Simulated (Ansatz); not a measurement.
# 1T (CdI2-type) PtS₂

Level of theory: r²SCAN in Ansatz (PAW).

Numerical settings: plane-wave cutoff 500 eV, 18×18×8 k mesh (along the axes of the cell as run), Fermi–Dirac smearing 0.05 eV, scalar-relativistic PAW data made under PBE.

Cell (relaxed at this level):

```
PtS2
1.0
    3.54771     0.00000     0.00000
   -1.77385     3.07240     0.00000
    0.00000     0.00000     5.61334
Pt S
1 2
Cartesian
  0.00000   0.00000   0.00000
  1.77385   1.02413   4.37976
  0.00000   2.04827   1.23358
```

```yaml
band_gap: 1.30 eV (on the SCF k mesh)
```

Measured, for comparison: band gap 0.7 eV (temperature not stated, not corrected to a static lattice, bulk, cited; as tabulated in Two-dimensional noble-metal chalcogenides and phosphochalcogenides, Angew. …).

Note: the cell comes from a level without a dispersion term, which matters for the spacing of layers, chains or molecules; the cell has widely spaced layers and the level no dispersion term, so their spacing and the moduli can rest on weak binding.

Spin–orbit coupling is not included.

Computed values are for the static lattice.

The result took about 2.3 core-minutes (a rough figure).

Ansatz is a quantum-chemistry and plane-wave program.
